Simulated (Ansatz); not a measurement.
hcp Lu was calculated with RPBE (PAW; Ansatz, a quantum-chemistry and plane-wave program).

Settings: plane-wave cutoff 520 eV, 18×18×10 k mesh (along the axes of the cell as run), Fermi–Dirac smearing 0.05 eV, scalar-relativistic PAW data made under PBE.

A third-order Birch–Murnaghan fit to the energies gives V0 = 30.454 Å³/atom, B0 = 42.5 GPa, B′ = 3.4.

| V (Å³/atom) | P (GPa) |
|---|---|
| 29.235 | (withheld) |
| 29.844 | 0.889 |
| 30.453 | 0.001 |
| 31.062 | (withheld) |
| 31.671 | -1.556 |

Problem. Estimate the withheld pressures from this fit; the answers are the runs' own values.

Solution. 
- 29.235, P (GPa): 1.861
- 31.062, P (GPa): -0.812

The formula P = (3/2) B0 (x^(7/3) − x^(5/3)) [1 + (3/4)(B′ − 4)(x^(2/3) − 1)] with x = V0/V meets the computed pressures within 0.01 GPa when these rounded values are put in.

Shape and atoms are relaxed at each volume.

Measured, for comparison: bulk modulus 47.6 GPa (room temperature, no zero-point or thermal correction; as tabulated in Wikipedia's data pages); equilibrium volume per atom 29.52 Å³/atom (room temperature, no zero-point or thermal correction; as tabulated in Söderlind et al. (2014), doi:10.1088/0953-8984/26/41/416001). Computed (rounded) less measured: bulk modulus -11 %, equilibrium volume per atom +3.2 %.

Note: the bulk modulus comes from volumes at which shape and atoms were relaxed.

Spin–orbit coupling is not included.

The computed numbers hold no vibrational or temperature effects.
